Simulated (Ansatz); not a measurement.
Abridged output of a molecular run in Ansatz:

```
Functional definition: HF
476 factors; integrals over basis functions are off by at most 6.5e-4 eV
mean field evaluation 1: about -31582.1380 eV, gradient 1.1e1 eV
mean field evaluation 2: about -31582.1441 eV, gradient 1.1e1 eV
mean field evaluation 4: about -31583.3724 eV, gradient 1.5e0 eV
mean field evaluation 8: about -31583.4316 eV, gradient 8.8e-4 eV
mean field -31583.43160773 eV, -1160.6697035651 hartree, gradient 3.5e-6 eV, S^2 0.753114; 0 other end points of the search recorded, 0 dependent functions left out
15 core orbitals not correlated: weight in the atoms' cores, before any rotation towards them, 1.000 or more for the frozen orbitals, at most 0.000 for the correlated occupied ones
reference -31583.43160773 eV, -1160.6697035651 hartree; 9, 8 occupied and 30, 31 virtual orbitals, 476 factors
second order -8.19919830 eV of doubles, -0.00000000 eV of singles
cycle   1  -8.73886451 eV  change   -5.4e-1 eV  update   6.0e-2
cycle   2  -8.90626103 eV  change   -1.7e-1 eV  update   2.0e-2
cycle   3  -8.94120393 eV  change   -3.5e-2 eV  update   1.1e-2
cycle   4  -8.93786786 eV  change    3.3e-3 eV  update   3.7e-3
cycle   5  -8.93687501 eV  change    9.9e-4 eV  update   1.3e-3
cycle   6  -8.93714728 eV  change   -2.7e-4 eV  update   4.4e-4
cycle   7  -8.93729929 eV  change   -1.5e-4 eV  update   1.8e-4
cycle   8  -8.93731611 eV  change   -1.7e-5 eV  update   5.5e-5
cycle   9  -8.93730616 eV  change    1.0e-5 eV  update   2.1e-5
perturbative correction -0.19105955 eV, -0.0070213090 hartree
Total energy: -31592.55997344 eV, -1161.0051648175 hartree
Checks for a lower state left out: cluster_reference
```

Its atoms:

Cartesian coordinates in Å:
```
Cl 1.6038 -0.8589 -0.3048
Al 0.1789 0.6767 -0.1327
Cl -1.7828 0.1822 0.4375
```

**Question.** Which basis set was used?
A. def2-TZVPPD
B. def2-SVP
C. def2-QZVPP
D. def2-SVPD

**Answer.** B. It gives 54 functions.

**Question.** Write the keys of the input that set method, charge and spin (a neutral closed shell needs none for the last two).

**Answer.** 
```yaml
magnetization: {spin_polarized: true, initial_magnetization: 1}
correlation: {method: ccsd_t}
scf: {omitted_lower_state_checks: [cluster_reference]}
```
